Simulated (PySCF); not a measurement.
# C3H5FS: electronic excitations and core binding energies

Wanted: the electronic excitations and core binding energies of C3H5FS (`C[C@@H]1S[C@H]1F`), by calculation.

The runs use PySCF 2.14.0, with density-fitted response routines of our own; the level of theory stands in each step. All values are computed, except where a source is named. Atoms count from 0, in the outputs and in this text.

**1. The molecule as given**

10 atoms, charge 0, multiplicity 1; geometry from: GFN2-xTB.

Bonds of the start (Å): C0–C1 1.50, C1–S2 1.82, S2–C3 1.80, C3–F4 1.35, C3–C1 1.48, C0–H5 1.09, C0–H6 1.09, C0–H7 1.09, C1–H8 1.09, C3–H9 1.09.

**2. Excited states and response: CAM-B3LYP/def2-SVPD**

The job: settings as JSON, then the geometry in Å.

```
{"job": {"kind": "uv", "xc": "CAM-B3LYP", "basis": "def2-SVPD", "nstates": 8, "ntriplets": 3}, "charge": 0, "multiplicity": 1}
C      1.260805    -0.156839    -0.213027
C     -0.108002     0.462701    -0.242961
S     -0.756989     1.201461     1.287818
C     -1.266058    -0.242320     0.349681
F     -2.453322    -0.187129    -0.294748
H      1.376258    -0.834183    -1.058163
H      1.407613    -0.713267     0.709559
H      2.024319     0.614875    -0.279302
H     -0.325629     1.063845    -1.120392
H     -1.150112    -1.204490     0.839008
```

With the program's defaults for keys left out, this is: TDDFT CAM-B3LYP/def2-SVPD, vertical, gas phase, core orbitals frozen in the response.

**Question.** This job is followed by: delta-SCF UKS SCAN, pcX-2 on the ionised atom, pcseg-1 elsewhere, spin-free X2C. What will the session give for the following? lowest singlet (CAM-B3LYP/def2-SVPD); brightest of those computed; lowest triplet; C1s binding energies; S1s binding energies; S2p binding energies; F1s binding energies.

**Answer**, as computed:

| quantity | value |
| --- | --- |
| lowest singlet (CAM-B3LYP/def2-SVPD) | 5.05 eV (245 nm), f = 0.000 |
| brightest of those computed | state 6, 7.68 eV, f = 0.077 |
| lowest triplet | 4.62 eV |
| C1s binding energies | C3 293.85, C1 291.92, C0 291.22 eV |
| S1s binding energies | S2 2477.03 eV |
| S2p binding energies | S2 169.68 eV |
| F1s binding energies | F4 692.85 eV |

**Reading.** The lowest singlet, at 5.05 eV, is HOMO→LUMO 0.90 and is dark; the strongest absorption computed is state 6 at 7.68 eV. The lowest triplet lies 0.43 eV below the lowest singlet (triplets in Tamm-Dancoff, singlets in full TDDFT). The C1s levels computed span 2.62 eV, from C0 (methyl carbon) up to C3 (thiirane ring carbon).
